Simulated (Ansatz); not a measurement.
Reaction: C4H6 (but-2-yne, SMILES CC#CC) → CH3 (SMILES [CH3], doublet) + C3H3 (SMILES [C]#CC, doublet) (the C-C bond breaks)
Each species at its own B3LYP-D3(BJ)/def2-TZVP minimum (Ansatz, a first-principles code).

Total energies in hartree (Ansatz). UHF or UKS for unpaired electrons; spin-orbit terms are left out. Correlated methods leave the cores frozen. No relativity. The UHF reference of C3H3 ([C]#CC, doublet) is spin-contaminated (<S^2> up to 0.09 over the pure value in the sets run). The determinant of C3H3 ([C]#CC, doublet) is a saddle point of the SCF energy; a lower one exists, which strains HF and MP2.

```tsv
species	HF/cc-pVTZ	CCSD(T)/cc-pVTZ	HF/cc-pVQZ	CCSD(T)/cc-pVQZ	CCSD(T)/cc-pVDZ	CCSDT(Q)/cc-pVDZ
1: C4H6 (SMILES CC#CC)	-154.96514	-155.68150	-154.97507	-155.72672	-155.52009	-155.52238
2: CH3 (SMILES [CH3], doublet)	-39.57748	-39.76098	-39.58026	-39.77245	-39.71583	-39.71634
3: C3H3 (SMILES CC#[C], doublet)	-115.21917	-115.71511	-115.22648	-115.74646	-115.60687	-115.60955
```

Task: Work out the bond dissociation energy (electronic) in kJ/mol: take Hartree-Fock from cc-pVQZ, extrapolate the CCSD(T) correlation energy as X^-3 (X = 3, 4), and add CCSDT(Q) - CCSD(T) in cc-pVDZ. 1 hartree = 2625.5 kJ/mol.

Result: 
Species 1: correlation (64·(-0.75165) - 27·(-0.71636))/37 = -0.77740; step -0.00229; E1 = -154.97507 + (-0.77740) + (-0.00229) = -155.75476
Species 2: correlation (64·(-0.19219) - 27·(-0.18350))/37 = -0.19853; step -0.00051; E2 = -39.58026 + (-0.19853) + (-0.00051) = -39.77930
Species 3: correlation (64·(-0.51998) - 27·(-0.49594))/37 = -0.53752; step -0.00268; E3 = -115.22648 + (-0.53752) + (-0.00268) = -115.76668
-1·E1 +1·E2 +1·E3 = 0.20878 hartree = 548.2 kJ/mol.
